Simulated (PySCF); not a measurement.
**Ionising AlH**

revPBE; Al def2-TZVPPD, H def2-TZVPPD; no relativity (PySCF 2.14). Neutral (UKS): singlet (closed shell), Re = 1.682 Å, ωe = 1581 cm⁻¹, De = 2.98 eV, HOMO -4.91 eV, LUMO -2.51 eV.

AlH⁺ (UKS): doublet (σ ↑), Re = 1.634 Å, ωe = 1604 cm⁻¹, De = 0.96 eV to Al⁺ + H. The energies at the minima are -242.92797 hartree for AlH and -242.63047 for AlH⁺.

Problem. Work out the adiabatic ionisation energy, without and with harmonic zero-point energies (1 hartree = 27.2114 eV, 1 eV = 8065.5 cm⁻¹), and the change of the bond length.

Solution. At revPBE: 0.29750 hartree = 8.095 eV between the minima; the zero-point term (1604.0 − 1581.0)/2 cm⁻¹ = +0.001 eV makes it 8.097 eV. Re changes by -4.8 pm against the neutral. Minus the HOMO energy is 4.91 eV, -3.19 eV from the value between the minima; self-interaction puts the Kohn–Sham level too high, less so with exact exchange. The electron leaves a σ orbital, and the shorter bond of the ion fits an antibonding orbital, or a change in how ionic the bond is.

For an ion De counts to the pair picked by the measured ionisation energies or electron affinities, which need not be the lowest pair at this level. States were picked by a PBE0 search and need not be the measured ground states.
